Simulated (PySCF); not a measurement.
A small calculation by hand: dipole moment from atomic charges

C2H4O2, SMILES O=C(O)C. Atoms are numbered in the order given.

```xyz
8

C      0.1104     1.3881     0.0000
C     -0.1217    -0.0928     0.0000
O      1.0340    -0.7765     0.0000
O     -1.1928    -0.6378     0.0000
H     -0.8514     1.9116     0.0000
H      0.6983     1.6735     0.8846
H      0.6983     1.6735    -0.8846
H      0.7927    -1.7156     0.0000
```
Charge 0, spin multiplicity 1.

Geometry optimised at PBE0-D3(BJ)/def2-SVP. One conformer was computed; it need not be the lowest.

Charges (e) from PySCF with ωB97X/def2-TZVPD:

| atom | IAO | ESP fit |
|---|---|---|
| C1 | -0.472 | -0.569 |
| C2 | 0.569 | 0.775 |
| O3 | -0.504 | -0.578 |
| O4 | -0.483 | -0.565 |
| H5 | 0.170 | 0.171 |
| H6 | 0.171 | 0.179 |
| H7 | 0.171 | 0.179 |
| H8 | 0.378 | 0.408 |

The dipole moment of the full density is 1.82 D.

### Question
What dipole moment does each set of point charges give, and which comes closer to that of the density?

### Answer

μ = Σ q r, and 1 e Å = 4.8032 D.
IAO: Σ q r = (0.327, 0.240, 0.000) e Å, |μ| = 1.95 D.
ESP fit: Σ q r = (0.347, 0.173, 0.000) e Å, |μ| = 1.86 D.
ESP fit comes closer in size. Point charges leave out the atoms' own dipoles (lone pairs, polarised bonds); fits to the potential absorb them, partitions of the density don't.
